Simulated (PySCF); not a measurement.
# A complex of phosphine and hydrogen fluoride

A gas-phase complex of phosphine and hydrogen fluoride; neutral, singlet. The structure comes from a short search (a few tight-binding starts) and was relaxed by PBE0-D3(BJ)/def2-SVPD; another way of binding may lie lower. No frequency run checks that it is a minimum.

| part | name | SMILES | atoms | charge | multiplicity |
| --- | --- | --- | --- | --- | --- |
| 1 | phosphine | P | 1–4 | 0 | 1 |
| 2 | hydrogen fluoride | F | 5–6 | 0 | 1 |

```xyz
6

P     0.271   -0.075    0.236
H    -0.550    1.084    0.156
H     0.903    0.116   -1.024
H    -0.718   -0.979   -0.242
F     1.962   -0.718    2.869
H     1.468   -0.530    2.095
```
Atom numbers follow the order of the file, from 1.

```
contact  kind (by geometry)  distance (Å)  angle (°)
H6···P1       hydrogen bond         2.257        180
```

Interaction energies are complex less parts, with the parts frozen as they stand in it; counterpoise-corrected, in kcal/mol (PySCF). The CCSD(T) estimate is Hartree-Fock/aug-cc-pVTZ, plus the MP2 correlation part extrapolated as X⁻³ from aug-cc-pVDZ and aug-cc-pVTZ, plus CCSD(T) less MP2 in aug-cc-pVDZ; noble-gas cores are frozen. It isn't the exact limit.

Q: How strongly do the parts interact, level by level?

A: 
```tsv
level	interaction	superposition error removed
Hartree-Fock/aug-cc-pVTZ	-3.20	-
MP2/aug-cc-pVTZ	-4.92	-0.52
CCSD(T), estimated basis limit	-4.82	-
```

Q: What holds them together? Decompose the MP2/aug-cc-pVTZ energy: frozen parts, their antisymmetrised product, then relaxation.

A: electrostatic -9.1, Pauli repulsion +11.5, orbital relaxation -5.7, correlation -2.2 kcal/mol, which sum to the value before the counterpoise correction, the first three by Hartree-Fock. Of the attraction, 54 % is electrostatic, 33 % is orbital relaxation, 13 % is correlation.
